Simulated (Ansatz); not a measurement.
## Ansatz (development build ahead of 0.2.0) run

```yaml
crystal:
  periodic: [false, false, false]
  atoms:
    - { symbol: C, position_ang: [0.01967, -0.64647, -0.69159] }
    - { symbol: C, position_ang: [-0.0064, -0.59959, 0.69689] }
    - { symbol: C, position_ang: [-0.03369, 0.56437, -1.5964] }
    - { symbol: C, position_ang: [-0.04548, 0.54676, 1.60553] }
    - { symbol: H, position_ang: [-0.00681, -1.68009, -1.18866] }
    - { symbol: H, position_ang: [-0.02417, -1.69329, 1.13931] }
    - { symbol: H, position_ang: [0.00107, 1.45475, -1.09493] }
    - { symbol: H, position_ang: [0.90548, 0.55323, -2.22423] }
    - { symbol: H, position_ang: [-0.86332, 0.46406, -2.24483] }
    - { symbol: H, position_ang: [-0.04436, 1.46253, 1.11049] }
    - { symbol: H, position_ang: [-0.87659, 0.52522, 2.28566] }
    - { symbol: H, position_ang: [0.86536, 0.48291, 2.22303] }
basis:
  gaussian: { orbitals: STO-3G }
hamiltonian:
  xc: hf
correlation:
  method: mp2
  frozen_orbitals: { C: 1, H: 0 }
```

The input is written out in the form of the current development build from the run's settings.

Output:

* Converged: yes
* Reference energy: -154.20990 hartree
* Correlation energy: -0.23107 hartree
* Total energy: -154.44097 hartree
* Spin squared of the determinant: 0.000

Caution: no unrestricted run beside it, a lower state can exist.
